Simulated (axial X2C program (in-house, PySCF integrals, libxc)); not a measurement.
## Worked dissociation energy of BH⁺: PBE0, with spin–orbit coupling

All values were computed with an in-house relativistic program for diatomic molecules. Two-component (2c) means X2C with spin–orbit coupling and atomic mean-field two-electron Coulomb and Gaunt terms. Basis: B dyall-v3z [7s6p2d1f], H dyall-v3z [6s2p1d] (cores contracted in-house); Gaussian nuclei, density fitting, unrestricted open shells. Masses: B 11.009 u, H 1.008 u.

Molecular state: Ω = 1/2 (⟨Sz⟩ = 0.50, ⟨Lz⟩ = 0.00 at PBE0).

* E(B+) (2M_J = 0): -24.308245 hartree
* E(H) (2M_J = 1): -0.501324 hartree
* E(BH⁺) at Re: -24.905745 hartree
* ωe: 2531.4 cm⁻¹
* ωexe: 58.8 cm⁻¹

Question: Work out De and D0.

Answer: De = -24.308245 + (-0.501324) − (-24.905745) = 0.09617 hartree = 2.617 eV. The zero-point energy is ωe/2 − ωexe/4 = 1251 cm⁻¹ = 0.155 eV, so D0 = 2.462 eV.

The state is a single determinant with fixed occupations, the lowest that a limited PBE0 search found. Dissociation energies refer to the lowest single-determinant-based atoms at the same level and basis. Density functionals use the spin component along the axis (collinear).

Each atomic determinant is the lowest at this level and need not be a pure J level. Totals compare only within one Hamiltonian and basis.
